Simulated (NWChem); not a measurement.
Everything below was run with NWChem. System: acetic acid (C$_{2}$H$_{4}$O$_{2}$), charge 0, spin multiplicity 1, at a geometry optimised with B3LYP/def2-SVP. Level: LC-wPBE (omega 0.3 per bohr)/def2-TZVP.

Input file:

```
start mol
memory heap 200 mb stack 900 mb global 1100 mb
geometry units angstroms nocenter noautoz
  C      1.354571     0.352959     0.000000
  C     -0.070460    -0.138717     0.000000
  O     -0.950483     0.887043     0.000000
  O     -0.421195    -1.291453     0.000000
  H      2.039521    -0.502700     0.000000
  H      1.533675     0.981767    -0.885745
  H      1.533675     0.981767     0.885745
  H     -1.838106     0.488999     0.000000
  symmetry group Cs
end
basis spherical
  * library def2-tzvp
end
dft
  xc xwpbe 1.00 cpbe96 1.0 hfexch 1.00
  cam 0.3 cam_alpha 0.00 cam_beta 1.00
  direct
  iterations 100
end
task dft energy
```

NWChem printed:

```
             Northwest Computational Chemistry Package (NWChem) 7.3.0
             --------------------------------------------------------

                                NWChem Input Module
                                -------------------

 Scaling coordinates for geometry "geometry" by  1.889725989
 (inverse scale =  0.529177249)

 Turning off AUTOSYM since
 SYMMETRY directive was detected!

                             Geometry "geometry" -> ""
                             -------------------------

 Output coordinates in angstroms (scale by  1.889725989 to convert to a.u.)

  No.       Tag          Charge          X              Y              Z
 ---- ---------------- ---------- -------------- -------------- --------------
    1 C                    6.0000     1.35457100     0.35295900     0.00000000
    2 C                    6.0000    -0.07046000    -0.13871700     0.00000000
    3 O                    8.0000    -0.95048300     0.88704300     0.00000000
    4 O                    8.0000    -0.42119500    -1.29145300     0.00000000
    5 H                    1.0000     2.03952100    -0.50270000     0.00000000
    6 H                    1.0000     1.53367500     0.98176700    -0.88574500
    7 H                    1.0000     1.53367500     0.98176700     0.88574500
    8 H                    1.0000    -1.83810600     0.48899900     0.00000000

 Effective nuclear repulsion energy (a.u.)     121.0097903348

            Nuclear Dipole moment (a.u.)
            ----------------------------
        X                 Y               Z
 ---------------- ---------------- ----------------
     0.0000132281     0.0000094486     0.0000000000

      Symmetry information
      --------------------

 Group name             Cs
 Group number              2
 Group order               2
 No. of unique centers     7

      Symmetry unique atoms

     1    2    3    4    5    6    8


 Summary of "ao basis" -> "" (spherical)
 ------------------------------------------------------------------------------
       Tag                 Description            Shells   Functions and Types
 ---------------- ------------------------------  ------  ---------------------
 *                         def2-tzvp                  on all atoms

  pbe96 is a nonlocal functional; adding pw91lda local functional.

                                 NWChem DFT Module
                                 -----------------

 Summary of "ao basis" -> "ao basis" (spherical)
 ------------------------------------------------------------------------------
       Tag                 Description            Shells   Functions and Types
 ---------------- ------------------------------  ------  ---------------------
 C                         def2-tzvp                11       31   5s3p2d1f
 O                         def2-tzvp                11       31   5s3p2d1f
 H                         def2-tzvp                 4        6   3s1p

 Summary of "ao basis" -> "ao basis" (spherical)
 ------------------------------------------------------------------------------
       Tag                 Description            Shells   Functions and Types
 ---------------- ------------------------------  ------  ---------------------
 C                         def2-tzvp                11       31   5s3p2d1f
 O                         def2-tzvp                11       31   5s3p2d1f
 H                         def2-tzvp                 4        6   3s1p

      Symmetry analysis of basis
      --------------------------
[...]
 d= 0,ls=0.0,diis     3   -228.9934812921 -1.72D-01  9.57D-04  5.99D-02    72.2
 d= 0,ls=0.0,diis     4   -228.9969862553 -3.50D-03  3.58D-04  2.08D-02    99.7
 d= 0,ls=0.0,diis     5   -228.9986440177 -1.66D-03  6.92D-05  3.96D-04   125.7
  Resetting Diis
 d= 0,ls=0.0,diis     6   -228.9986827504 -3.87D-05  3.24D-05  3.05D-05   148.4
 d= 0,ls=0.0,diis     7   -228.9986873871 -4.64D-06  1.61D-05  3.40D-06   177.0
 d= 0,ls=0.0,diis     8   -228.9986876137 -2.27D-07  4.93D-06  2.94D-06   209.7

         Total DFT energy =     -228.998687613745
      One electron energy =     -551.913203951403
           Coulomb energy =      231.237894311677
    Exchange-Corr. energy =      -29.333168308789
 Nuclear repulsion energy =      121.009790334770

 Numeric. integr. density =       32.000001970884

     Total iterative time =    206.3s

                  Occupations of the irreducible representations
                  ----------------------------------------------

                     irrep           alpha         beta
                     --------     --------     --------
                     a'               13.0         13.0
                     a"                3.0          3.0

                       DFT Final Molecular Orbital Analysis
                       ------------------------------------

 Vector   14  Occ=2.000000D+00  E=-4.908201D-01  Symmetry=a"
              MO Center=  7.0D-01,  4.8D-01,  7.0D-14, r^2= 2.5D+00
   Bfn.  Coefficient  Atom+Function         Bfn.  Coefficient  Atom+Function
  ----- ------------  ---------------      ----- ------------  ---------------
     8      0.269960  1 C  pz                70     -0.217005  3 O  pz
    11      0.211058  1 C  pz                73     -0.183413  3 O  pz
   132     -0.173754  6 H  s                138      0.173754  7 H  s
   101     -0.139023  4 O  pz               131     -0.122693  6 H  s
   137      0.122693  7 H  s                 76     -0.118060  3 O  pz

 Vector   15  Occ=2.000000D+00  E=-4.228171D-01  Symmetry=a"
              MO Center= -6.3D-01, -1.8D-01,  1.6D-16, r^2= 1.9D+00
   Bfn.  Coefficient  Atom+Function         Bfn.  Coefficient  Atom+Function
  ----- ------------  ---------------      ----- ------------  ---------------
    70      0.343741  3 O  pz               101     -0.331049  4 O  pz
    73      0.286480  3 O  pz               104     -0.270263  4 O  pz
    76      0.224808  3 O  pz               107     -0.179090  4 O  pz
    39     -0.096445  2 C  pz                42     -0.080861  2 C  pz
    52      0.048296  2 C  d -1             133     -0.040531  6 H  s

 Vector   16  Occ=2.000000D+00  E=-3.749248D-01  Symmetry=a'
              MO Center= -2.9D-01, -8.0D-01,  1.8D-16, r^2= 1.7D+00
   Bfn.  Coefficient  Atom+Function         Bfn.  Coefficient  Atom+Function
  ----- ------------  ---------------      ----- ------------  ---------------
    99      0.413036  4 O  px               102      0.337914  4 O  px
   105      0.243621  4 O  px                69     -0.181483  3 O  py
     5     -0.178857  1 C  s                 72     -0.157752  3 O  py
   100     -0.119375  4 O  py                75     -0.118383  3 O  py
     6      0.111025  1 C  px               103     -0.099686  4 O  py

 Vector   17  Occ=0.000000D+00  E= 8.258348D-02  Symmetry=a"
              MO Center=  4.3D-02, -1.6D-01, -6.1D-16, r^2= 2.3D+00
   Bfn.  Coefficient  Atom+Function         Bfn.  Coefficient  Atom+Function
  ----- ------------  ---------------      ----- ------------  ---------------
   133      0.534065  6 H  s                139     -0.534065  7 H  s
    42      0.427049  2 C  pz                39      0.385490  2 C  pz
    45      0.362817  2 C  pz               107     -0.353693  4 O  pz
   101     -0.284067  4 O  pz                14      0.273368  1 C  pz
    76     -0.227636  3 O  pz               104     -0.227328  4 O  pz

 Vector   18  Occ=0.000000D+00  E= 1.062894D-01  Symmetry=a'
              MO Center= -5.2D-01,  4.6D-01, -2.5D-15, r^2= 7.5D+00
   Bfn.  Coefficient  Atom+Function         Bfn.  Coefficient  Atom+Function
  ----- ------------  ---------------      ----- ------------  ---------------
     5      4.705508  1 C  s                 36     -2.206281  2 C  s
   133     -1.313426  6 H  s                139     -1.313426  7 H  s
   145     -1.272676  8 H  s                127     -1.170571  5 H  s
    67      0.863176  3 O  s                 43     -0.816109  2 C  px
    98      0.610625  4 O  s                 12     -0.396946  1 C  px

 Vector   19  Occ=0.000000D+00  E= 1.362388D-01  Symmetry=a'
              MO Center= -3.5D-02,  6.7D-01,  5.6D-14, r^2= 8.1D+00
   Bfn.  Coefficient  Atom+Function         Bfn.  Coefficient  Atom+Function
  ----- ------------  ---------------      ----- ------------  ---------------
     5      4.429063  1 C  s                 36     -1.800906  2 C  s
   133     -1.783012  6 H  s                139     -1.783012  7 H  s
   145      1.294087  8 H  s                127     -0.929325  5 H  s
    13      0.467026  1 C  py                 4     -0.363740  1 C  s
    74      0.332256  3 O  px                67     -0.290809  3 O  s

 center of mass
 --------------
 x =  -0.10188937 y =  -0.06084373 z =   0.00000000

 moments of inertia (a.u.)
 ------------------
         160.505599081203          -7.360289292029           0.000000000000
          -7.360289292029         189.662334723128           0.000000000000
           0.000000000000           0.000000000000         338.873610668088

     Multipole analysis of the density
     ---------------------------------

     L   x y z        total         alpha         beta         nuclear
     -   - - -        -----         -----         ----         -------
     0   0 0 0     -0.000000    -16.000000    -16.000000     32.000000

     1   1 0 0      0.146763      0.073375      0.073375      0.000013
     1   0 1 0      0.659575      0.329783      0.329783      0.000009
     1   0 0 1      0.000000      0.000000      0.000000      0.000000

     2   2 0 0    -13.745225    -63.881344    -63.881344    114.017463
     2   1 1 0     -0.406595     -3.098163     -3.098163      5.789731
     2   1 0 1      0.000000      0.000000      0.000000      0.000000
     2   0 2 0    -21.419025    -51.634024    -51.634024     81.849023
     2   0 1 1      0.000000      0.000000      0.000000      0.000000
     2   0 0 2    -17.214739    -11.409027    -11.409027      5.603316

 Task  times  cpu:      209.8s     wall:      209.8s

 Total times  cpu:      209.8s     wall:      209.8s
```
